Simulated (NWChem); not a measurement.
ethanethiol (C₂H₆S); SMILES SCC

```xyz
9

C      0.3682    -1.6294    -0.0584
C     -0.6320    -0.4945     0.0431
S      0.1003     1.1695    -0.0708
H     -0.1456    -2.6044    -0.0415
H      1.0784    -1.6119     0.7831
H      0.9509    -1.5603    -0.9889
H     -1.3467    -0.5261    -0.7945
H     -1.2293    -0.5636     0.9654
H      0.8336     1.0962     1.0615
```
Atoms are numbered in this order, from 1.

Computed with NWChem. Coordinates come from a PBE0/def2-SVP optimisation. Level: PBE0/def2-SVP with SMD (1 M gas to 1 M solution), gas-phase geometry.

For solvent n-hexane:

```yaml
solvation free energy (kcal/mol): -3.4
cavity-dispersion-structure term (kcal/mol): -2.2
dipole in solution (D): 1.82
```

Estimate the same quantities for solvent water.

The solvation free energy (kcal/mol) comes out as -0.8, the cavity-dispersion-structure term (kcal/mol) is 2.0 and the dipole in solution (D) is 2.08.
